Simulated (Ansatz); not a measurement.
## Mo2Pb: from a trial structure to a relaxed crystal

Method: Ansatz 0.2.0, DFT PBE, scalar-relativistic, plane waves, PAW. Cutoff 420 eV, Γ-centred k mesh, Gaussian smearing, no spin polarisation in the final step.

Mo2Pb was placed on the fluorite structure type (Fm-3m, No. 225), with Pb in place of Ca, Mo in place of F, at a guessed volume.

```
CELL_PARAMETERS angstrom
0.00000 3.09041 3.09041
3.09041 0.00000 3.09041
3.09041 3.09041 0.00000
ATOMIC_POSITIONS crystal
Mo 0.25000 0.25000 0.25000
Mo 0.75000 0.75000 0.75000
Pb 0.00000 0.00000 0.00000
```

Cell and atoms relax at zero pressure; the relaxation can't lower the symmetry of the start. After a coarse first stage the cell is made exact in the group found at 0.06 Å.

Energies over the elements count from the elements' standard structures at the same level, with no empirical corrections.

Task: Describe the relaxed structure.

Result: It keeps Fm-3m (No. 225). The result has the fluorite structure. Conventional cell: a = 6.375 Å. Mo is coordinated by 4 Pb at 2.76 Å and 6 Mo at 3.19 Å; Pb is coordinated by 8 Mo at 2.76 Å.

```xyz
3
Lattice="0.0000 3.1873 3.1873 3.1873 0.0000 3.1873 3.1873 3.1873 0.0000" Properties=species:S:1:pos:R:3 pbc="T T T"
Mo    1.5936    1.5936    1.5936
Mo    4.7809    4.7809    4.7809
Pb    0.0000    0.0000    0.0000
```

Task: What are its volume, energy, density and gap?

Result: The volume per atom is 21.59 Å³ and the density is 10.23 g/cm³. The energy over the elements is 1.58 eV/atom. The gap on the 12×12×12 mesh is 0 eV (a metal).

The final run used a 12×12×12 mesh on its 3-atom cell and 0.10 eV smearing. For metals, differences of a few meV/atom aren't resolved. Spin–orbit coupling is left out. A structure relaxed within its symmetry needn't be a true minimum. The steps took roughly 40 core-seconds in all.

Cost: 3 runs of about 0.59 core-minutes in all, on Intel Xeon Platinum 8488C (Sapphire Rapids) (shared hosts).